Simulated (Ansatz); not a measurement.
Basis-set extrapolation for C₃H₆N₂O (PBE0-D4/def2-TZVP geometry, frozen core, the Gaussian-basis code of Ansatz). Multiplicity 1, RHF reference.

```tsv
	def2-TZVPP	def2-QZVPP
HF	-300.985198	-300.998902
MP2 correlation	-1.121678	-1.200863
CCSD(T) correlation	-1.198678	not run
```

Energies in hartree. Use E(X) = E(∞) + A·exp(−7.88·√X) for Hartree–Fock and E(X) = E(∞) + B·X^(−2.97) for correlation, with X = 3 and 4, and add CCSD(T) minus MP2 of the smaller set to the MP2 limit.

Q: What is the CCSD(T) energy at the basis-set limit?

A: HF limit: -300.998902 + (-0.013704) × 0.13774 = -301.00079. MP2 limit: -1.200863 + (-0.079185) × 0.74074 = -1.25952. Higher-order term: -1.198678 − (-1.121678) = -0.07700. Total: -302.33731 hartree, 96.3 kcal/mol below CCSD(T)/def2-TZVPP.
